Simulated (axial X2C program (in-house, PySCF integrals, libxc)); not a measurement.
**Linear FAlF⁻ at several levels**

The task here is to estimate one member of a computed series from the others.

Program: an in-house X2C program for linear molecules on PySCF integrals. Level of theory: all-electron X2C, two-component (2c) or spin-free, F dyall-av3z, Al dyall-v3z. These are calculated values, not measurements.

All values are calculated.

2 further runs of the same task are left out: 2 set aside as unsound or not needed.

Set-up of the first run:

Contents of task.json:

```json
{"zs": [9, 13, 9], "q": -1, "bas": ["dyall-av3z", "dyall-v3z", "dyall-av3z"], "r0": [1.9, 1.9], "symm": 1, "scan": ["PBE0", "HF", "BHandHLYP"], "levels": ["PBE0", "HF", "r2SCAN"], "nst": 2}
```

Keys: zs atomic numbers; q charge; bas basis sets; r0 starting distance in Å; symm equal bonds; scan levels of the two-bond scan (MP2 follows by itself at each HF point); levels methods; nst determinants followed.

Run with:

```sh
$ python solin.py task.json out
```

Masses F 18.998, Al 26.982, F 18.998 u.

Steps of the session up to this table: Scan at PBE0, 2c; Scan at HF, 2c; Scan at BHandHLYP, 2c.

One table of the session follows, with a row left open; its other results are not shown here.

| level | r(F–Al) (Å) | r(Al–F) (Å) | lower stretch (cm⁻¹) | upper stretch (cm⁻¹) |
| --- | --- | --- | --- | --- |
| PBE0, 2c | 1.754 | 1.754 | 434.2 | 681.5 |
| HF, 2c | 1.715 | 1.715 | 458.8 | 734.8 |
| BHandHLYP, 2c | 1.737 | 1.737 | 443.9 | 700.0 |
| MP2, 2c | 1.758 | 1.758 | 439.9 | 688.9 |
| PBE0, spin-free | ? | ? | ? | ? |
| HF, spin-free | 1.715 | 1.715 | 458.7 | 735.3 |
| BHandHLYP, spin-free | 1.737 | 1.737 | 443.8 | 700.2 |
| MP2, spin-free | 1.758 | 1.758 | 439.8 | 689.2 |

Estimate the missing values for PBE0, spin-free.

As computed: r(F–Al) (Å): 1.754; r(Al–F) (Å): 1.754; lower stretch (cm⁻¹): 434.1; upper stretch (cm⁻¹): 681.7.

Scans not shown above were run alike.

What this shows: Over the levels the F–Al bond spans 1.715 to 1.758 Å and the Al–F bond 1.715 to 1.758 Å. At PBE0 spin–orbit coupling leaves both bonds unchanged to 0.001 Å. Each state is one determinant, the lowest of a limited PBE0 search; the stretches come from a fit to few points and are good to some per cent at best. MP2 freezes inner shells (threshold -2 hartree). For an anion the highest level of a functional can be positive, and the basis then holds the extra electron. The molecule was held linear; bending was not examined, so a bent shape may lie lower.
